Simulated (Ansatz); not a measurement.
Input file:

```yaml
crystal:
  periodic: [false, false, false]
  atoms:
    - {symbol: C, position_ang: [0.000000, 0.000000, 0.000000]}
    - {symbol: O, position_ang: [0.000000, 0.000000, -1.178658]}
    - {symbol: O, position_ang: [0.000000, 0.000000, 1.178658]}
basis:
  gaussian: {orbitals: cc-pVQZ}
magnetization: {spin_polarized: false}
correlation: {method: ccsdt_q, electrons: outside_noble_gas}
```

```sh
$ ansatz run in.yaml --threads 5 --pin off --events-out ev --progress --plain --max-ram 130560MiB --backend cuda --devices 0, --max-vram 75GiB
```

Question: Roughly how long does this take on 5 threads of AMD EPYC 7R13 with a whole H100 80 GB, shared host, and how much host memory?

Answer: 51 s wall and 0.88 GiB.

```
2065 factors; integrals over basis functions are off by at most 1.3e-7 eV
mean field evaluation 1: about -5105.5603 eV, gradient 3.9e1 eV
mean field evaluation 2: about -5105.5613 eV, gradient 3.9e1 eV
mean field evaluation 4: about -5107.9970 eV, gradient 2.1e0 eV
mean field evaluation 8: about -5108.0127 eV, gradient 8.5e-5 eV
mean field evaluation 16: about -5108.0120 eV, gradient 4.2e-1 eV
mean field -5108.01274183 eV, -187.7160059267 hartree, gradient 6.9e-7 eV, S^2 0.000000; 0 other end points of the search recorded, 0 dependent functions left out
3 core orbitals not correlated: weight in the atoms' cores, before any rotation towards them, 1.000 or more for the frozen orbitals, at most 0.000 for the correlated occupied ones
reference -5108.01274183 eV, -187.7160059267 hartree; 8, 8 occupied and 154, 154 virtual orbitals, 2065 factors
second order -17.72665193 eV of doubles, -0.00000000 eV of singles
cycle   1  -16.62801997 eV  change     1.1e0 eV  update   1.5e-1
cycle   2  -17.64353002 eV  change    -1.0e0 eV  update   1.0e-1
cycle   3  -18.26497260 eV  change   -6.2e-1 eV  update   2.5e-2
cycle   4  -18.19950354 eV  change    6.5e-2 eV  update   9.3e-3
cycle   5  -18.14429484 eV  change    5.5e-2 eV  update   3.3e-3
cycle   6  -18.14843624 eV  change   -4.1e-3 eV  update   1.3e-3
cycle   7  -18.15469065 eV  change   -6.3e-3 eV  update   4.1e-4
cycle   8  -18.15400659 eV  change    6.8e-4 eV  update   1.7e-4
cycle   9  -18.15326268 eV  change    7.4e-4 eV  update   6.6e-5
cycle  10  -18.15352562 eV  change   -2.6e-4 eV  update   3.0e-5
cycle  11  -18.15340779 eV  change    1.2e-4 eV  update   1.1e-5
cycle  12  -18.15338141 eV  change    2.6e-5 eV  update   4.5e-6
cycle  13  -18.15338380 eV  change   -2.4e-6 eV  update   1.8e-6
cycle  14  -18.15338388 eV  change   -8.0e-8 eV  update   7.4e-7
perturbative correction -0.06318827 eV, -0.0023221262 hartree
Total energy: -5126.22931398 eV, -188.3854526058 hartree
```
